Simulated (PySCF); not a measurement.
## Heteronuclear NMR

Geometry:
```csv
atom,x (Å),y (Å),z (Å)
F1,-0.610,1.226,-0.192
C2,0.028,0.040,-0.052
Cl3,1.770,0.247,-0.255
H4,-0.146,-0.345,0.952
H5,-0.317,-0.647,-0.823
```

- coordinates at the PBE0-D3(BJ)/def2-TZVP level
- shielding tensors at B97-2/pcSseg-2 (GIAO)
- code: PySCF 2.14.0 with density-fitted response routines
- one computed conformer, non-relativistic, isolated molecule, one averaged value for each set of equivalent atoms

Problem. Predict the ¹⁹F NMR data.

Solution. 
```csv
atoms,environment,σ (ppm),δ (ppm)
F1,fluorine on an sp3 carbon,358.7,-167.5
```

Shieldings were converted by a linear fit to measured shifts: ¹⁹F (scatter 4.2 ppm rms, 5.7 ppm with the 8 outliers that the fit left out vs CFCl3, solution or neat liquid, with a term for F on sp3 carbon). A few per cent of atoms miss by over 2 rms, more outside the fitted compound classes.

On a 400 MHz spectrometer ¹⁹F resonates near 376.4 MHz, so 1 ppm is 376.4 Hz.
